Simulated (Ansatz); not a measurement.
Start from `CC(Cl)OCF` and change one atom or group to get `CC(O)Cl`.

Ansatz, PBE0-D4/def2-TZVP geometries, multiplicity 1. Each molecule was computed in one conformer, which needn't be the lowest.

```json
{"property": "HOMO energy (PBE0/def2-TZVPP) / eV", "`CC(Cl)OCF`": "-8.56"}
{"property": "LUMO energy (PBE/def2-TZVPP) / eV", "`CC(Cl)OCF`": "-0.45"}
{"property": "HOMO energy (B3LYP/def2-TZVPP) / eV", "`CC(Cl)OCF`": "-8.31"}
{"property": "HOMO energy (PBE/def2-TZVPP) / eV", "`CC(Cl)OCF`": "-7.10"}
{"property": "size of the dipole moment (B3LYP/def2-TZVPP) / D", "`CC(Cl)OCF`": "0.80"}
{"property": "HOMO–LUMO gap (PBE/def2-TZVPP) / eV", "`CC(Cl)OCF`": "6.65"}
```

(1) Give the same properties after the change, and the shifts. (An estimate is asked.)

Answers

(1) The calculation gave: 
```
                                        property  `CC(O)Cl`  shift
              HOMO energy (PBE0/def2-TZVPP) / eV      -8.39   0.17
               LUMO energy (PBE/def2-TZVPP) / eV      -0.34   0.11
             HOMO energy (B3LYP/def2-TZVPP) / eV      -8.14   0.17
               HOMO energy (PBE/def2-TZVPP) / eV      -6.90   0.20
size of the dipole moment (B3LYP/def2-TZVPP) / D       2.24   1.44
             HOMO–LUMO gap (PBE/def2-TZVPP) / eV       6.56  -0.09
```

The zero-point energy changes by -56.4 kJ/mol with -9 modes. Dipoles are sizes alone; their direction can turn.

Positive LUMOs are unbound, so they and the gaps depend on the basis.

B3LYP here is the variant with VWN-RPA as its local correlation; programs differ in this.
